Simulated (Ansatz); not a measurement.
A made-up structure of CH3AlN (charge +1), singlet:

```
6
angstrom
C -0.6312 -0.6077 -0.2330
N 0.3882 0.0576 -0.6843
Al 0.1246 0.5142 1.0780
H -1.2211 -1.3147 -0.8147
H -1.2541 -1.1965 0.3906
H 0.5868 1.3572 2.2904
```

It is relaxed with PBE-D4/def2-SVP and then PBE0-D4/def2-TZVP (Ansatz 0.2.0). Atoms count as bonded within 1.22 times the sum of their covalent radii (H–H: 0.88 Å). The end point is not checked to be a true minimum.

(1) Does its bonding change? (A judgement: the text doesn't fix the answer.)

Answers

(1) Computed: Yes. Formed: none; broken: C1–Al3.

Where it ends: The first stage lowers the energy by 3.28 eV in 17 steps. It ends as CH₃AlN ([CH2][N][AlH]), total charge +1:
```xyz
6
angstrom
C -0.9517 -1.0148 -0.3851
N -0.3331 -0.1973 0.3392
Al 0.4920 0.8943 1.3058
H -0.7112 -1.1335 -1.4468
H -1.7554 -1.6404 0.0170
H 1.2526 1.9017 2.1969
```

Labels in which every atom is bracketed show which atoms are joined, not bond orders.

For scale, one of the runs: PBE0-D4/def2-TZVP relaxation, 117 basis functions, launched by `ansatz run in.yaml --threads 2 --pin off --events-out ev --progress --plain --max-ram 4352MiB`. Hardware: 2 CPU threads of an Arm Neoverse V2, shared host. Wall time about 7 s.
